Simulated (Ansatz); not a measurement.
A made-up structure of Si$_{3}$H$_{2}$, closed shell:

```xyz
5
angstrom
Si -1.6809 0.7185 1.1911
Si -0.3487 -1.1377 0.0182
Si 0.4968 1.0745 -0.1231
H -0.1575 -2.7447 -0.3887
H 1.6903 2.0895 -0.6974
```

It is relaxed with PBE-D4/def2-SVP and then PBE0-D4/def2-TZVP (Ansatz 0.2.0). Atoms count as bonded within 1.22 times the sum of their covalent radii (H–H: 0.88 Å). The end point is not checked to be a true minimum.

Does its bonding change? (Judge from chemistry; the calculation decides.)

By the calculation: No: no bond forms or breaks.

Where it ends: The first stage lowers the energy by 0.98 eV in 5 steps. It ends as Si₃H₂ ([Si]1[SiH][SiH]1):
| atom | x (Å) | y (Å) | z (Å) |
| --- | --- | --- | --- |
| Si1 | -1.5010 | 0.6416 | 1.0636 |
| Si2 | -0.3116 | -1.0157 | 0.0164 |
| Si3 | 0.4433 | 0.9594 | -0.1097 |
| H4 | -0.1400 | -2.4501 | -0.3474 |
| H5 | 1.5093 | 1.8648 | -0.6229 |

Labels in which every atom is bracketed show which atoms are joined, not bond orders.

For scale, one of the runs: PBE0-D4/def2-TZVP relaxation, 123 basis functions, launched by `ansatz run in.yaml --threads 2 --pin off --events-out ev --progress --plain --max-ram 4352MiB`. Hardware: 2 CPU threads of an Arm Neoverse V1, shared host. Wall time about 12 s.
